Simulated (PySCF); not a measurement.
Compound: Aza-BODIPY, C8H6BF2N3.
Atom-mapped SMILES: `[F:1][B-:2]1([F:3])[n:4]2[cH:5][cH:6][cH:7][c:8]2[N:9]=[C:10]2[CH:11]=[CH:12][CH:13]=[N+:14]12`

Cartesian coordinates in Å at the PBE0-D3(BJ)/def2-SVP level; atoms count from 1:
```xyz
20
C8H6BF2N3 angstrom
F     -0.290    1.599   -2.313
B     -0.130    0.995   -1.090
F      0.030    1.913   -0.080
N      1.087    0.008   -1.126
C      2.367    0.301   -1.340
C      3.161   -0.873   -1.306
C      2.302   -1.925   -1.056
C      0.994   -1.369   -0.942
N     -0.135   -2.003   -0.703
C     -1.261   -1.324   -0.625
C     -2.570   -1.827   -0.367
C     -3.423   -0.740   -0.375
C     -2.624    0.402   -0.637
N     -1.348    0.056   -0.785
H      2.681    1.330   -1.511
H      4.239   -0.912   -1.450
H      2.529   -2.984   -0.955
H     -2.802   -2.876   -0.201
H     -4.499   -0.735   -0.214
H     -2.932    1.444   -0.722
```

Definitions: NICS(0) = −σiso at the ring centroid; NICS(1) = −σiso and NICS(1)zz = −σzz at ±1 Å along the ring normal z. Level: GIAO B97-2/pcSseg-1 (PySCF, non-relativistic, gas phase) on the PBE0-D3(BJ)/def2-SVP geometry, one conformer.

Ring bond lengths (Å): B2–N4 1.568, N4–C8 1.392, C8–N9 1.317, N9–C10 1.317, C10–N14 1.392, N14–B2 1.568; N4–C5 1.330, C5–C6 1.418, C6–C7 1.381, C7–C8 1.426, C8–N4 1.392; C10–C11 1.426, C11–C12 1.381, C12–C13 1.418, C13–N14 1.330, N14–C10 1.392.

Question: What do the NICS probes read (ppm)?

Answer: 
```csv
ring,type,NICS(0),"NICS(1), two faces","NICS(1)zz, two faces",rms pucker (Å),"centre to ring atoms, mean (Å)"
B2–N4–C8–N9–C10–N14,"6-membered ring with B and 3 N; formal bonds 1 aromatic, 1 double, 4 single",4.2,0.8 / 0.7,8.8 / 8.8,0.00,1.42
N4–C5–C6–C7–C8,5-membered ring with N; formal bonds all aromatic,-4.0,-5.8 / -5.8,-11.4 / -11.5,0.00,1.18
C10–C11–C12–C13–N14,"5-membered ring with N; formal bonds 2 double, 3 single",-4.0,-5.8 / -5.8,-11.5 / -11.5,0.00,1.18
```

Question: What do they say, and how far can they be read as aromaticity?

Answer: 
- B2–N4–C8–N9–C10–N14: mean NICS(1)zz 8.8 ppm, deshielded. B2 has four or more neighbours; no verdict on aromaticity is drawn.
- N4–C5–C6–C7–C8: mean NICS(1)zz -11.5 ppm, shielded. That is too small in size for a clear verdict by the NICS criterion, though in fused rings the probe also feels the neighbouring ring.
- C10–C11–C12–C13–N14: mean NICS(1)zz -11.5 ppm, shielded. That is too small in size for a clear verdict by the NICS criterion, though in fused rings the probe also feels the neighbouring ring.

Question: What does the geometric index give? HOMA = 1 − mean of α(R − Ropt)² over the ring bonds, with Krygowski's 1993 parameters (CC: Ropt 1.388 Å, α 257.7 Å⁻²; CN: Ropt 1.334 Å, α 93.52 Å⁻²).

Answer: 
- N4–C5–C6–C7–C8: HOMA 0.81; the largest term is that of C7–C8, α(R − Ropt)² = 0.37.
- C10–C11–C12–C13–N14: HOMA 0.81; the largest term is that of C10–C11, α(R − Ropt)² = 0.37.

Question: At the second NICS(1) probe listed for ring C10–C11–C12–C13–N14, 1 Å off the ring, what do the in-plane components average?

Answer: The isotropic value is a third of the trace: (3 × -5.8 − (-11.5))/2 = -2.9 ppm.

Question: Give the inner angles of the rings.

Answer: 
- B2–N4–C8–N9–C10–N14: B2 103.4°, N4 124.6°, C8 123.9°, N9 119.7°, C10 123.9°, N14 124.5°; sum 720.0° against 720° for a flat convex ring.
- N4–C5–C6–C7–C8: N4 107.7°, C5 110.6°, C6 106.6°, C7 106.8°, C8 108.2°; sum 540.0° against 540° for a flat convex ring.
- C10–C11–C12–C13–N14: C10 108.2°, C11 106.8°, C12 106.6°, C13 110.6°, N14 107.8°; sum 540.0° against 540° for a flat convex ring.

Question: What are the shieldings of the ring atoms and their hydrogens in the same run (means over atoms taken as equivalent)?

Answer: 
| atoms | environment | σ isotropic (ppm) | principal values of the symmetric part, first atom (ppm) |
| --- | --- | --- | --- |
| B2 | four-coordinate boron | 105.7 | 96.0, 105.2, 115.9 |
| N4 (×2) | nitrogen bonded to B and 2 C | 47.0 | -69.7, 6.4, 204.4 |
| C5 (×2) | carbon bonded to C, N and H | 32.0 | -51.9, 14.9, 133.0 |
| C6 (×2) | carbon bonded to 2 C and H | 60.8 | -24.9, 51.4, 155.8 |
| C7 (×2) | carbon bonded to 2 C and H | 45.7 | -52.9, 40.3, 149.7 |
| C8 (×2) | carbon bonded to C and 2 N | 36.1 | -9.9, 24.1, 94.1 |
| N9 | C=N nitrogen | -92.7 | -427.5, -108.1, 257.5 |
| H15 (×2) | hydrogen on carbon | 23.53 | 20.6, 22.6, 27.4 |
| H16 (×2) | hydrogen on carbon | 24.79 | 23.2, 25.0, 26.2 |
| H17 (×2) | hydrogen on carbon | 24.12 | 22.8, 23.6, 25.9 |

Question: How do the values depend on the level or the medium?

Answer: 
| level | NICS(0), B2–N4–C8–N9–C10–N14 | mean NICS(1)zz, B2–N4–C8–N9–C10–N14 | NICS(0), N4–C5–C6–C7–C8 | mean NICS(1)zz, N4–C5–C6–C7–C8 | NICS(0), C10–C11–C12–C13–N14 | mean NICS(1)zz, C10–C11–C12–C13–N14 |
| --- | --- | --- | --- | --- | --- | --- |
| B97-2/pcSseg-1, gas | 4.2 | 8.8 | -4.0 | -11.5 | -4.0 | -11.5 |
| PBE0/pcSseg-1, gas | 4.3 | 8.9 | -4.0 | -11.8 | -4.0 | -11.8 |

The geometry is the same throughout.
